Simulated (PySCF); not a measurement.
**Functional benchmark on one molecule**

Molecule: `C=C=O`, C₂H₂O.

Geometry:
| atom | x (Å) | y (Å) | z (Å) |
| --- | --- | --- | --- |
| C1 | -0.542 | 0.023 | 0.029 |
| C2 | 0.770 | -0.032 | -0.042 |
| O3 | 1.928 | -0.081 | -0.105 |
| H4 | -1.042 | 0.992 | 0.049 |
| H5 | -1.115 | -0.903 | 0.068 |

Geometry PBE0-D3(BJ)/def2-SVP throughout; GIAO in PySCF, gas phase, one conformer, non-relativistic; equivalent atoms averaged; basis pcSseg-2.

Reference values (BLYP/multiwavelet basis limit; gas (isolated, no vibration); Jensen, Fla, Jonsson, Monstad, Ruud, Frediani, PCCP 2016, 18, 21145): σ(C1) = 182.0 ppm, σ(C2) = -26.7 ppm, σ(O3) = -29.5 ppm, σ(H4/H5) = 29.52 ppm.

**Question.** How do the functionals HF, LDA, PBE, BLYP, BP86, OPBE, KT2, KT3, B97-D, B3LYP, PBE0, mPW1PW91, WP04, B97-2, BHandHLYP, CAM-B3LYP, wB97X-D, LC-wPBE perform against the reference? Times are CPU seconds on shared hosts with different chips, so compare them loosely; the GGAs took longer than the global hybrids here, which isn't the general rule, and the cause wasn't traced.

**Answer.** 
```csv
functional,kind,C1,C2,O3,H4/H5,mean abs. error C,abs. error O,abs. error H,core-s
HF,Hartree–Fock,187.5,-14.0,-30.1,28.90,9.1,0.6,0.62,1.6
LDA,LDA,184.8,-22.0,-27.2,28.51,3.8,2.3,1.01,4.9
PBE,GGA,182.9,-18.9,-25.1,28.95,4.4,4.4,0.57,5.8
BLYP,GGA,179.7,-25.2,-29.5,29.15,1.9,0.0,0.37,5.8
BP86,GGA,182.3,-18.7,-24.3,29.01,4.2,5.2,0.51,5.8
OPBE,GGA,185.3,-7.5,-12.6,28.95,11.3,16.9,0.57,6
KT2,GGA,186.8,-7.8,-11.2,28.93,11.9,18.3,0.59,6.1
KT3,GGA,184.6,-8.3,-10.3,29.09,10.5,19.2,0.43,6.1
B97-D,GGA,182.0,-15.4,-15.4,29.15,5.6,14.1,0.37,5.7
B3LYP,global hybrid,181.2,-24.4,-33.0,29.01,1.6,3.5,0.51,3.5
PBE0,global hybrid,184.4,-18.1,-29.2,28.83,5.5,0.3,0.69,4.1
mPW1PW91,global hybrid,183.4,-19.3,-30.9,28.88,4.4,1.4,0.64,3.6
WP04,global hybrid,168.5,-37.6,-42.0,29.09,12.2,12.5,0.43,3.7
B97-2,global hybrid,183.6,-15.8,-22.6,28.96,6.2,6.9,0.56,3.4
BHandHLYP,global hybrid,183.4,-22.3,-35.3,28.87,2.9,5.8,0.65,3.5
CAM-B3LYP,range-separated hybrid,183.4,-24.9,-34.4,28.88,1.6,4.9,0.64,4.4
wB97X-D,range-separated hybrid,183.6,-20.1,-33.3,28.91,4.1,3.8,0.61,4.4
LC-wPBE,range-separated hybrid,185.1,-21.6,-31.6,28.84,4.1,2.1,0.68,5.8
```

For ¹³C the closest is B3LYP (1.6 ppm, with CAM-B3LYP practically level) and the furthest WP04 (12.2 ppm).

For ¹⁷O the closest is BLYP (0.0 ppm) and the furthest KT3 (19.2 ppm).

For ¹H the closest is BLYP (0.37 ppm, with B97-D practically level) and the furthest LDA (1.01 ppm). One molecule is a small sample, and the reference may use another geometry.
